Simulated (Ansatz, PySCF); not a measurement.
Species: ethyl chloride, C$_{2}$H$_{5}$Cl, charge 0, multiplicity 1. 
Coordinates optimised at B3LYP-D3(BJ)/def2-TZVP (Ansatz, a quantum-chemistry and plane-wave program):
```xyz
8

C      0.0132     0.8176    -0.0128
C      1.5157     0.6457    -0.0186
Cl    -0.8344    -0.7820     0.0168
H     -0.3333     1.3555     0.8664
H     -0.3433     1.3280    -0.9043
H      1.9943     1.6284    -0.0365
H      1.8521     0.1152     0.8721
H      1.8422     0.0878    -0.8961
```


Wanted: enthalpy of formation at 298 K (from the atomisation energy, B3LYP-D3(BJ)/def2-TZVP harmonic zero-point and thermal terms from PySCF, and the atoms' enthalpies of formation in the G2/97 table; no spin-orbit terms, and no core term in the frozen-core levels), in kJ/mol. Correlated levels leave the core frozen unless marked. UHF or UKS for open shells. Spin-orbit coupling is left out. Non-relativistic. The coupled-cluster limit lacks core correlation, which all-electron functionals hold. CBS marks a two-point X^-3 extrapolation of the correlation energy; Hartree-Fock from the larger set. The bracket is a focal-point correction in the basis named.

| level | program | enthalpy of formation at 298 K (kJ/mol) | minus last row |
|---|---|---|---|
| HF/cc-pV(D+d)Z | Ansatz | 629.5 | 744.1 |
| RI-HF/cc-pV(Q+d)Z | Ansatz | 594.2 | 708.8 |
| B97M-V/def2-TZVPD | Ansatz | -114.2 | 0.4 |
| B3LYP-D4/def2-TZVPD | Ansatz + dftd4 | -107.1 | 7.5 |
| PBE0-D4/def2-TZVP | Ansatz + dftd4 | -124.9 | -10.3 |
| TPSSh-D3(BJ)/def2-TZVPD | PySCF + dftd3 | -137.4 | -22.8 |
| TPSSh-D4/def2-TZVPD | PySCF + dftd4 | -136.8 | -22.2 |
| r2SCANh/def2-TZVPD | Ansatz | -101.9 | 12.7 |
| CAM-B3LYP-D3(BJ)/def2-TZVPD | Ansatz + dftd3 | -115.0 | -0.4 |
| RPA@PBE/cc-pV(Q+d)Z | Ansatz | 42.9 | 157.5 |
| MP2/aug-cc-pV(T+d)Z | Ansatz | -87.8 | 26.8 |
| MP2/cc-pV(T+d)Z | Ansatz | -72.3 | 42.3 |
| SCS-MP2/cc-pV(T+d)Z | Ansatz | -65.7 | 48.9 |
| RI-MP2/CBS(aug-cc-pV(T+d)Z,aug-cc-pV(Q+d)Z)+[CCSD(T)-MP2]/aug-cc-pV(D+d)Z | Ansatz | -114.6 | 0.0 |
| RI-MP2/CBS(aug-cc-pV(T+d)Z,aug-cc-pV(Q+d)Z)+[CCSD(T)-MP2]/aug-cc-pV(T+d)Z | Ansatz | -114.6 | 0.0 |
